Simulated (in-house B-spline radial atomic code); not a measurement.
Results of a calculation; reference values are marked as such.
**Stopping and range of 200 keV F in Si**

The pair potential comes from two frozen, spherical free-atom densities (PBE, B-spline radial code, scalar-relativistic past argon): electrostatics plus the change in Thomas-Fermi kinetic and Dirac exchange energy where they overlap, the recipe behind the universal ZBL potential, which averages such potentials (from solid-state densities) over many pairs. It is written V = (Z1 Z2 e²/r) φ(r/a), with e² = 14.3996 eV·Å and a = 0.46850 Å/(Z1^0.23 + Z2^0.23); ZBL's fit is φ = 0.18175 e^(−3.1998x) + 0.50986 e^(−0.94229x) + 0.28022 e^(−0.4029x) + 0.02817 e^(−0.20162x). Where φ falls below 4e-4 it is continued as an exponential.

The target is taken as amorphous, with density 2.329 g/cm³ (NSM archive of the Ioffe Institute); channelling is ignored. Masses: F 19.0, Si 28.09 u. Nuclear stopping is S_n = 4π a Z1 Z2 e² M1/(M1 + M2) × s_n(ε), with s_n integrated over impact parameters for each pair. Electronic stopping is Lindhard and Scharff's S_e = Z1^(1/6) 8π e² a0 Z1 Z2/(Z1^(2/3) + Z2^(2/3))^(3/2) × v/v0, with a0 = 0.529177 Å and v = v0 at 24.801 keV/u; it misses the oscillations with Z1 seen in experiment, which reach tens of per cent. Compounds add by atom fraction.

```csv
target atom,a (Å),ε at this energy,"s_n, this pair","s_n, ZBL potential"
Si,0.13415,8.821,0.139,0.1318
```

Problem. What are the atom density and the stopping powers at entry?

Solution. N = 2.329 × 0.602214/28.09 = 0.04993 atoms/Å³. For Si: S_n = 1234 × 0.139 = 171.6 eV·Å², S_e = 1.5712 × √200000 = 702.6 eV·Å². Averaged over the target's atoms and times N × 10 Å/nm, the ion loses N S_n = 85.7 eV/nm to recoils and N S_e = 351 eV/nm to electrons; the nuclear share is 20 %.

Along the track:

| E (keV) | N S_n (eV/nm) | N S_e (eV/nm) |
| --- | --- | --- |
| 10 | 236 | 78.4 |
| 30 | 197 | 136 |
| 60 | 156 | 192 |
| 100 | 124 | 248 |
| 150 | 101 | 304 |
| 200 | 85.7 | 351 |

Problem. Estimate the path length and the projected range.

Solution. With continuous slowing down the path is the integral of dE/(N (S_n + S_e)). Trapezoids over the table give 509 nm, and the stretch below the first row, with stopping taken as √E, adds 2E/(N S) = 64 nm: 573 nm in all, against 548 nm on a fine grid from 5 eV. Deflections shorten the depth: to first order in the energy passed on, N (S_n + S_e) dR_p/dE = 1 − N S_n (M2/M1) R_p/(2E), summed over the target's atoms, and integrating this on the fine grid gives R_p = 421 nm, 0.77 of the path. Lindhard's rule of thumb R/(1 + M2/3M1), with mean M2/M1 = 1.48, gives 367 nm. On the ZBL potential the same equation gives 436 nm, and the full integral equation, which keeps hard collisions, 450 nm.
